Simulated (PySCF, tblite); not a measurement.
# H₅F₆−, an ion with solvent molecules: NMR shifts, interaction energy, spin-spin couplings and core binding energies

Aim: the NMR shifts, interaction energy, spin-spin couplings and core binding energies of `[F-]` with 5 × `F`.

Computed with tblite 0.8.0 and PySCF 2.14.0; each step states its level. No surroundings beyond the atoms listed, unless a continuum is named. Atoms count from 0, parts from 1.

### Step 1. Starting point

11 atoms, charge -1, multiplicity 1; geometry: rigid parts in contact. Parts: 1 = atom 0, `[F-]`, charge -1; 2 = atoms 1–2, `F`, charge 0; 3 = atoms 3–4, `F`, charge 0; 4 = atoms 5–6, `F`, charge 0; 5 = atoms 7–8, `F`, charge 0; 6 = atoms 9–10, `F`, charge 0.

### Step 2. Search for minima with GFN2-xTB

The job: settings as JSON, then the geometry in Å.

```
{"job": {"kind": "dock", "xc": "GFN2-xTB", "basis": "xTB"}, "charge": -1, "multiplicity": 1, "parts": [{"atoms": "0-0", "charge": -1, "multiplicity": 1}, {"atoms": "1-2", "charge": 0, "multiplicity": 1}, {"atoms": "3-4", "charge": 0, "multiplicity": 1}, {"atoms": "5-6", "charge": 0, "multiplicity": 1}, {"atoms": "7-8", "charge": 0, "multiplicity": 1}, {"atoms": "9-10", "charge": 0, "multiplicity": 1}]}
F     -0.576436    -0.229794    -0.859648
F     -1.270198    -2.512131    -0.049662
H     -0.985181    -1.642548    -0.342310
F      0.728904     1.703060    -0.430917
H      0.108636     0.945141    -0.592882
F      3.212944     1.590178     0.195358
H      2.304016     1.603466    -0.087918
F     -2.670749     0.257140    -2.139828
H     -1.868927     0.064958    -1.644280
F      1.631495    -1.213227    -1.588313
H      0.775962    -0.850963    -1.358161
```

Level: GFN2-xTB search for minima from random contacts, gas phase.

The run is started by

```bash
$ OMP_NUM_THREADS=1 python cluster_run.py task.json out
```

The driver reads the jobs from task.json and runs them one after another.

**Question.** The jobs that follow are: PBE0-D3(BJ)/def2-SVPD geometry optimisation, gas phase; GIAO PBE0/aug-pcSseg-2 NMR shielding, non-relativistic, gas phase; wB97M-D3(BJ)/def2-SVPD interaction energy, counterpoise and uncorrected, gas phase; PBE0-D3(BJ)/def2-SVPD interaction energy, counterpoise and uncorrected, gas phase; B3LYP/aug-pcJ-1 indirect spin-spin coupling, non-relativistic, gas phase; delta-SCF UKS SCAN, aug-pcX-2 on the ionised atom, aug-pcseg-1 elsewhere, spin-free X2C. Predict: binding energy (GFN2-xTB); point group; rotational constants (main isotopes); shieldings of H, F (PBE0/aug-pcSseg-2); largest proton shift on binding; interaction energy, counterpoise (wB97M-D3(BJ)/def2-SVPD); superposition error; binding energy (with deformation); largest coupling of the table (B3LYP/aug-pcJ-1); F1s binding energies, SCAN/aug-pcX-2 (standing for 3 of 6 atoms).

**Answer**, as computed:

| quantity | value |
| --- | --- |
| binding energy (GFN2-xTB) | -120.2 kcal/mol (rough: tight binding is poor for bare ions) |
| point group | C1 |
| rotational constants (main isotopes) | 1.55, 0.78, 0.77 GHz |
| shieldings of H, F (PBE0/aug-pcSseg-2) | H4 17.6, H8 22.5, H2 22.5, H10 22.5, H6 23.1, F0 333.6, F3 377.6, F7 405.6 ppm and more |
| largest proton shift on binding | H4, +11.57 ppm |
| interaction energy, counterpoise (wB97M-D3(BJ)/def2-SVPD) | -130.5 kcal/mol |
| superposition error | 2.40 kcal/mol |
| binding energy (with deformation) | -125.9 kcal/mol |
| largest coupling of the table (B3LYP/aug-pcJ-1) | ¹J(F,H) F1–H2, 418.9 Hz |
| F1s binding energies, SCAN/aug-pcX-2 (standing for 3 of 6 atoms) | F3 689.11, F7 688.79, F0 687.89 eV |
| range of the interaction energy over the runs of this table | -135.3 to -130.5 kcal/mol |

What this shows: In the structure that the search hands on, at its xTB geometry, the leading contact, judged by the atoms' radii, is H4···F0 (hydrogen bond, 1.40 Å). Further contacts there: H10···F0 (hydrogen bond, 1.53 Å), H2···F0 (hydrogen bond, 1.54 Å). A later relaxation moves these distances. The optimisation took 16 steps and gained 0.063 eV; among the close pairs (by a distance rule), F3–H4 changed most, from 1.021 to 0.990 Å. At PBE0/aug-pcSseg-2: Shielding is most anisotropic at F3 (span 133 ppm, paramagnetic term -110 ppm). On binding (GIAO PBE0/aug-pcSseg-2 NMR shielding, non-relativistic, gas phase), H4 moves most among the protons, 11.57 ppm downfield. Of the attraction, electrostatic 72 %, orbital 27 %, dispersion 1 %; Pauli repulsion takes back 110.6 kcal/mol. Of the pairs tabulated at B3LYP/aug-pcJ-1, F1–H2 couples most strongly (418.9 Hz; Fermi contact 292.0 Hz). Density functionals describe couplings to fluorine poorly, F–F couplings above all, so those rows are rough. The F1s levels kept as sound span 1.22 eV, from F0 (fluorine atom) up to F3 (fluorine bonded to H). Only 3 of the 6 F atoms are covered by sound results. Binding moves the F1s level of F0 by +7.84 eV. The interaction energy runs from -135.3 (PBE0-D3(BJ)/def2-SVPD) to -130.5 kcal/mol (wB97M-D3(BJ)/def2-SVPD).
